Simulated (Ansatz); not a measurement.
`CC(F)(F)Cl`, charge 0, multiplicity 1.

Q: Give a relaxed structure at PBE0-D4/def2-TZVP (Ansatz 0.2.0). (Best estimate.)

A: The calculation gave: 
```xyz
8

C     0.260   -0.702    0.334
C    -0.261    0.538   -0.328
F     0.034    0.545   -1.638
F    -1.598    0.611   -0.230
Cl    0.422    2.016    0.395
H     1.342   -0.748    0.229
H    -0.194   -1.567   -0.152
H    -0.004   -0.693    1.390
```
Point group Cs.
